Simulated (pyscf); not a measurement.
`[O]=[Ge]` [singlet] + `[FH]` → `[OH][Ge][F]` [singlet], an addition across a multiple bond or ene-type step (singlet surface; F–H broken, F–Ge, H–O formed). PySCF, gas phase, ωB97X-D3(BJ)/def2-SVP geometries. MP2 and CC: frozen core, UHF for open shells. ΔMP2 is the change of the MP2 total energy from the triple- to the quadruple-zeta basis. Energies in kcal/mol from the separated reactants.

Small-basis levels: PySCF, no dispersion term, spherical d functions. 

Task: Quick HF/6-31G*+LANL2DZ single points give ΔE‡ = -3.4 kcal/mol and ΔE = -55.9 kcal/mol. What does CCSD(T)/def2-TZVPP + ΔMP2(QZVPP) give, and how far is the quick result from it?

Result: CCSD(T)/def2-TZVPP + ΔMP2(QZVPP) gives ΔE‡ = -1.9 kcal/mol and ΔE = -40.7 kcal/mol. HF/6-31G*+LANL2DZ lies 1.6 kcal/mol under it in the barrier and 15.2 kcal/mol under it in the reaction energy, so on this step it does not hold to within 3.0 kcal/mol. CCSD(T)/def2-TZVPP + ΔMP2(QZVPP) has limits of its own. On the reactant side the descent ends in a bound adduct, 10.2 kcal/mol under the separated species and 2.5 kcal/mol under the saddle at ωB97X-D3(BJ)/def2-TZVP. At CCSD(T) the saddle lies under the separated reactants, which points to a path from their complex (located at ωB97X-D3(BJ) alone). At ωB97X-D3(BJ) the barrier from the zero used here is -7.6 kcal/mol. This is the saddle that the search found; another between the same sides may lie lower. The CCSD(T) − MP2 part came from Ansatz, without density fitting, on the same reference. The frozen core leaves the outer d or s,p core shells of the metals and heavy elements correlated in the MP2 and CC values, and def2-TZVPP describes them poorly, which can shift differences by a few kcal/mol. In the def2 sets elements up to Kr have no core potential.
